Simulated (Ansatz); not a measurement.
# AlP (triplet): wave-function methods side by side, def2-QZVPP

An exercise on one series of results from a longer session: the logs are not shown, and one member is left open.

Method: def2-QZVPP, core rule «outside noble gas», up to 10 orbitals frozen; program: Ansatz 0.2.0, Gaussian basis.

Plan: UHF; ROHF; CCSD(T) on UHF.

2 further runs of the same task are left out: 2 set aside as unsound or not needed.

### The system

The geometry is a PBE0/def2-TZVP stationary point (not a proven minimum) of the parent state, kept for this charge and spin.

2 atoms, charge 0, spin multiplicity 3.

Atoms are counted from 1 here; the program's logs count them from 0.

Bond lengths: Al1–P2 2.073 Å.

The first run:

File in.yaml:

```yaml
crystal:
  periodic: [false, false, false]
  atoms:
    - {symbol: Al, position_ang: [0.000000, 0.000000, 0.000000]}
    - {symbol: P, position_ang: [0.000000, 0.000000, 2.072600]}
basis:
  gaussian: {orbitals: "def2-QZVPP.json"}
magnetization: {spin_polarized: true, initial_magnetization: 2}
hamiltonian: {xc: hf}
output: {orbitals: {seedname: orbitals}}
```

On the command line:

```sh
$ ansatz run in.yaml --threads 1 --pin off --events-out ev --progress --plain --max-ram 4096MiB --backend cpu
```

Steps of the session up to this table: UHF; ROHF; CCSD(T) on UHF.

One table of the session follows, with a row left open; its other results are not shown here.

| method | from UCCSD(T) (meV) |
| --- | --- |
| ROHF | +6079.0 |
| UHF | ? |
| UMP2 | +992.9 |
| UCCSD | +372.6 |
| UCCSD(T) | 0 |

Estimate the missing values for UHF.

The run gave: from UCCSD(T) (meV): +5844.1. In the column «from UCCSD(T) (meV)» it lies between UMP2 (+992.9) and ROHF (+6079.0).

Caveats from the session: Warnings: spin contamination; coupled cluster took another determinant than the lowest.
